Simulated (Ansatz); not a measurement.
Which YAML input does this script hand to the engine? (Ansatz 0.2.0, Python API)

The script, `cas_co.py`:
```python
"""Active-space calculation on CO."""

import warnings

import ansatz as az


def main() -> None:
    warnings.simplefilter("ignore", az.DeckWarning)

    geometry = (
        az.Crystal.molecule()
        .atom("C", [0.48158, -0.1556, 0.24809])
        .atom("O", [-0.48158, 0.1556, -0.24809])
    )

    model = geometry.calculation().basis(gaussian="def2-SVP").correlation(active_electrons=4, active_orbitals=5)
    for method in [None]:
        rep = (model if method is None else model.correlation(method)).run(threads=1).report
        space = rep["configurations"]
        state = space["states"][0]
        print(method or "casscf", f"total {rep['free_energy_ev'] / 27.211386246:.6f} Ha, active-space state {state['energy']['hartree']:.6f} Ha, mean field {rep['reference_energy_ev'] / 27.211386246:.6f} Ha")
        print("  determinants", state["n_determinants"], " natural occupations", [round(n, 3) for n in space["natural_occupations"]])
    print("effectively unpaired electrons, sum of min(n, 2 - n):", round(sum(min(n, 2 - n) for n in space["natural_occupations"]), 3))


if __name__ == "__main__":
    main()
```

```console
$ python cas_co.py
casscf total -112.724500 Ha, active-space state -112.724500 Ha, mean field -112.646027 Ha
  determinants 100  natural occupations [1.954, 1.952, 0.046, 0.046, 0.002]
effectively unpaired electrons, sum of min(n, 2 - n): 0.189
```

`input.yaml`:
```yaml
crystal:
  periodic: [false, false, false]
  atoms:
    - { symbol: C, position_ang: [0.48158, -0.1556, 0.24809] }
    - { symbol: O, position_ang: [-0.48158, 0.1556, -0.24809] }
basis:
  gaussian:
    orbitals: def2-SVP
correlation:
  active_space:
    window:
      electrons: 4
      orbitals: 5
```

Reading the output:
- These settings explore the input space; basis and method may be short of convergence.
- The geometry is a force-field or estimated start, not a minimum of this method, and the basis set is short of its limit. The active space starts as a window about the frontier orbitals and is then optimised, not chosen by chemistry.
- Hardware and time: 1.5 s on 1 thread of Arm Neoverse V1 (shared host), peak memory 0.13 GiB.
